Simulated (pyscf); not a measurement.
Single points on ωB97X-D3(BJ)/def2-SVP structures (PySCF, gas phase).

### Question
Estimate by transition-state theory the rate constant of •H₂Ge–O–GeH₃ + hydrogen (H₂) -> H₃Ge–O–GeH₃ + H atom (H•) (doublet surface; H–H broken, Ge–H formed) at 1200 K, with ωB97M-D3(BJ)/def2-TZVP energies (ideal gas, 1 atm, RRHO with modes under 100 cm⁻¹ raised to 100, one conformer, R ln 2 for chiral ones without a mode under 150 cm⁻¹; no tunnelling).

### Answer
The electronic barrier is 23.8 kcal/mol and the thermal terms add +28.9, so ΔG‡ = 52.7 kcal/mol. With k_BT/h = 2.50e+13 s⁻¹ and RT = 2.385 kcal/mol, and a volume of 1.64e-19 cm³ per molecule at 1 atm, k = 1.0e-15 cm³ molecule⁻¹ s⁻¹. Wigner's tunnelling factor for 705i cm⁻¹ would be 1.03. A shift of 1 kcal/mol in the barrier changes k by a factor 1.5. This is the saddle that the search found; another between the same sides may lie lower. The angle at the transferred H is 177°. Elements up to Kr have no core potential and no relativistic terms here.
